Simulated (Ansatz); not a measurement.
# CH3OSi−: structure from calculated spectroscopic constants

These gas-phase data were calculated for one isomer of CH3OSi− at PBE0-D3(BJ)/def2-SVPD (harmonic, unscaled wavenumbers; equilibrium rotational constants with average atomic masses):

| Item | Value |
| --- | --- |
| rotational constants | 25.55, 7.256, 5.86 GHz |
| all wavenumbers above 1500 cm⁻¹ | 3091, 3090, 2982 |

Candidates:

(1) `C1O[SiH-]1`, a singlet
(2) `C=[SiH][O-]`, a singlet
(3) `C[Si-]=O`, a singlet

Question: Which candidate do the data belong to?

Answer: Candidate (3). No mode falls between 2000 and 2380 cm⁻¹, where the Si–H stretch of (2) would stand. 3 modes lie between 2750 and 3290 cm⁻¹, one for each C–H bond, while (1) has 2.

The same quantities for all candidates:

|  | rotational constants (GHz) | wavenumbers above 1500 cm⁻¹ | E above the lowest, PBE0-D3(BJ)/def2-SVPD (kcal/mol) |
| --- | --- | --- | --- |
| (1) | 24.75, 10.05, 8.061 | 3044, 2982, 1806 | 27.1 |
| (2) | 45.76, 6.799, 5.92 | 3218, 3118, 2078 | 3.8 |
| (3) | 25.55, 7.256, 5.86 | 3091, 3090, 2982 | 0.0 |

Harmonic stretches to hydrogen usually lie a few per cent above observed fundamentals. Each candidate is one conformer. Programs: Ansatz 0.2.0.
